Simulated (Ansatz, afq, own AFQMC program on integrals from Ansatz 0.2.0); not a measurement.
C2H6Al, doublet: AFQMC among the cluster methods

```yaml
atoms:
  - { symbol: Al, position_ang: [1.3152, 0.3164, -0.0846] }
  - { symbol: C, position_ang: [1.5293, 2.1814, 0.5326] }
  - { symbol: C, position_ang: [0.7224, 0.0188, -1.9461] }
  - { symbol: H, position_ang: [2.2054, 2.7291, -0.1483] }
  - { symbol: H, position_ang: [0.5523, 2.6969, 0.4956] }
  - { symbol: H, position_ang: [1.9228, 2.2771, 1.5557] }
  - { symbol: H, position_ang: [0.5479, -1.0370, -2.2018] }
  - { symbol: H, position_ang: [-0.2098, 0.5791, -2.1408] }
  - { symbol: H, position_ang: [1.4840, 0.4139, -2.6427] }
```

Basis def2-SVP. Only valence electrons are correlated. Integrals, coupled cluster, full CI and functionals: Ansatz 0.2.0; the random walks run on the same integrals in our own AFQMC program. ph-AFQMC/CISD is guided by a CISD state made of CCSD amplitudes; releasing the constraint for a short imaginary time cuts its bias at the price of noise, slowly where states lie close. Free AFQMC starts from the CCSD state and is never constrained. Its projection time is finite, and what remains of the start isn't in its error. Uncertainties: one standard error, sampling alone.

Determinant: UHF, the one that the program's search chose, which needn't be the lowest solution. The geometry is a PBE0/def2-SVP stationary point of this or a neighbouring charge and spin state.

No full CI on the walks' own integrals is used here; CCSDT(Q) serves as the reference and is uncertain by about the last step of the cluster series.

Cautions: the released energies are still falling, so no released level is given (meV from the phaseless value at times in 1/Eh: -8 ± 6 at 0.24, -10 ± 5 at 0.50, -18 ± 6 at 1.00), though the last usable value meets CCSDT(Q) within the noise.

```
T1 diagnostic                               : 0.0110
weight of the determinant in the CISD state : 0.854
⟨S²⟩ of the determinant                     : 0.753
size of the correlated space                : 17 electrons in 69 orbitals
```

| level | correlation energy (eV) |
| --- | --- |
| MP2 | -9.3186 |
| CCSD | -10.4541 |
| CCSD(T) | -10.7451 |

**Question.** Estimate where phaseless AFQMC with a CISD trial lies against CCSD(T) on the same integrals.

**Answer.** 2.8 ± 0.5 kJ/mol below CCSD(T).

Reference: CCSDT(Q), correlation energy -10.788 eV.

```tsv
level	E − E(reference) (kJ/mol)	share of correlation (%)
CCSD(T)	4.2	99.60
CCSDT	1.4	99.87
ph-AFQMC/HF	-4.9 ± 3.0	100.47
ph-AFQMC/CISD	1.4 ± 0.5	99.86
free AFQMC	0.2 ± 0.8	99.98
```

Free projections are given only where their last times agree within the noise and don't stop above the reference; a slow remainder of the start can still hide under it.
